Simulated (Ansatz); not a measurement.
# CH4BS: the cost of one run

Program: Ansatz 0.2.0. Level of theory: UKS B3LYP-D4/def2-SVP. These are calculated values, not measurements.

### Step 1. The starting structure

Bond lengths: B1–C2 1.536 Å, C2–S3 1.879 Å, B1–H4 1.160 Å, C2–H5 1.093 Å, C2–H6 1.093 Å, S3–H7 1.335 Å. Angles: B1–C2–S3 116.6°, B1–C2–H5 111.1°, B1–C2–H6 111.1°, S3–C2–H5 104.6°, S3–C2–H6 104.6°, H5–C2–H6 108.2°, C2–B1–H4 127.2°, C2–S3–H7 95.8°.

Coordinates:

```xyz
7

B    -1.1899    0.2727   -0.9296
C    -0.0885   -0.0115    0.1026
S     1.6775   -0.0467   -0.5377
H    -2.3317    0.3363   -0.7375
H    -0.2307   -0.9880    0.5716
H    -0.0811    0.7469    0.8890
H     2.2444   -0.3096    0.6417
```

### Step 2. Relaxing end A

Input file input.yaml:

```yaml
crystal:
  periodic: [false, false, false]
  atoms:
    - { symbol: B, position_ang: [-1.18987, 0.27267, -0.92962] }
    - { symbol: C, position_ang: [-0.08846, -0.01151, 0.10255] }
    - { symbol: S, position_ang: [1.67748, -0.04674, -0.53772] }
    - { symbol: H, position_ang: [-2.33168, 0.33632, -0.73751] }
    - { symbol: H, position_ang: [-0.23074, -0.98803, 0.57161] }
    - { symbol: H, position_ang: [-0.08114, 0.74685, 0.88904] }
    - { symbol: H, position_ang: [2.2444, -0.30956, 0.64165] }
magnetization:
  spin_polarized: true
  initial_magnetization: 1
basis:
  gaussian: { orbitals: def2-SVP }
hamiltonian:
  xc: b3lyp
  dispersion: d4
relax:
  f_tol: 0.015
  max_steps: 40
```

On the command line:

```
> ansatz run input.yaml --threads 1 --pin off --max-ram 2048MiB --backend cpu --events-out ev --progress --plain --runs-dir out
```

Q: Estimate wall time and peak memory on 1 thread of an Arm CPU, shared host.

About 20 s, with a peak of 0.15 GiB.
